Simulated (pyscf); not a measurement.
methane (CH₄) + F–Al(F)–Cl → chloromethane (H₃C–Cl) + F–AlH–F, a four-centre exchange (singlet surface; C–H, Al–Cl broken, C–Cl, Al–H formed). Single points on ωB97X-D3(BJ)/def2-SVP structures (PySCF, gas phase). Energies in kcal/mol from the separated reactants.

Small-basis levels: PySCF, no dispersion term, spherical d functions. 

Task: In single points B3LYP/LANL2DZ puts the saddle at 78.4 kcal/mol and the reaction energy at +45.6 kcal/mol. Should these be trusted to within a few kcal/mol? Compare with ωB97M-D3(BJ)/def2-TZVP.

Result: ωB97M-D3(BJ)/def2-TZVP gives ΔE‡ = 87.1 kcal/mol and ΔE = +52.6 kcal/mol. B3LYP/LANL2DZ lies 8.7 kcal/mol under it in the barrier and 7.0 kcal/mol under it in the reaction energy, so on this step it does not hold to within 3.0 kcal/mol. ωB97M-D3(BJ)/def2-TZVP has limits of its own. On the reactant side the descent ends in a complex, 6.8 kcal/mol under the separated species and 93.5 kcal/mol under the saddle at ωB97X-D3(BJ)/def2-TZVP. On the product side the descent ends in an adduct with a Al–Cl contact (not fully relaxed), 16.3 kcal/mol under the separated species and 49.2 kcal/mol under the saddle at ωB97X-D3(BJ)/def2-TZVP. What is counted as broken (Al–Cl) persists as a longer contact in the product adduct; parting that adduct is a step of its own. The same reactants have a lower exit, to H₃C–Al(F)–F + HCl (barrier +39.1 kcal/mol at ωB97M-D3(BJ)/def2-TZVP, against +87.1 kcal/mol here). This is the saddle that the search found; another between the same sides may lie lower.
